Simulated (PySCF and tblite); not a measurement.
The numbers below are computed, except where a source is named.
**Barrier and rate of a rotation**

System: C4H10S2, numbered as in [CH3:1][CH:2]([CH3:3])[CH2:4][S:5][SH:6].

Motion: rotation about the S5–S6 bond (torsion C4–S5–S6–H from 92° to 265°, rising). Geometries: GFN2-xTB; energies: PBE0/pcSseg-1 + D3(BJ), IEF-PCM acetonitrile; zero-point and thermal terms from GFN2-xTB harmonic modes (soft modes blended into free rotors). Rates follow Eyring's equation with the number of equivalent paths and no tunnelling. (PySCF 2.14 with density fitting, tblite 0.8.)

```tsv
point	symmetry	E(GFN2) kcal/mol	E(DFT) kcal/mol	ZPE change kcal/mol	lowest mode cm⁻¹	dipole D
start	C1	0.0	0.0	0.00	45	2.61
saddle	C1	3.2	5.3	-0.21	186i	1.07
end	C1	0.1	-0.3	0.02	43	2.75
```

| Quantity | Value |
| --- | --- |
| Electronic barrier | 5.3 kcal/mol |
| Barrier with zero-point energy | 5.1 kcal/mol |
| ΔH‡ (298 K) | 4.8 kcal/mol |
| ΔS‡ (298 K, symmetry apart) | -1.5 cal/(mol K) |
| Paths | 1 equivalent path |
| End point | a different minimum |
| Mean lifetime of the start against this motion at 298 K | 1.1 ns |
| Cost | 53 s on 1 thread of Intel Xeon 6975P-C, on a host shared with other jobs (rough), peak memory 0.88 GiB, launched as `OMP_NUM_THREADS=1 python ens_run.py task.json out` |

```
T/K  ΔG‡ kcal/mol    k s⁻¹  ΔG kcal/mol  k back s⁻¹
200           5.1    1×10⁷         -0.3     5.4×10⁶
250           5.2  1.6×10⁸         -0.3     9.2×10⁷
298           5.2  8.9×10⁸         -0.3     5.7×10⁸
350           5.3  3.4×10⁹         -0.3     2.4×10⁹
400           5.4  9.1×10⁹         -0.3     6.6×10⁹
```

ΔG and ΔG‡ leave out symmetry numbers and mirror images; rates count paths: 1 out, 1 back.
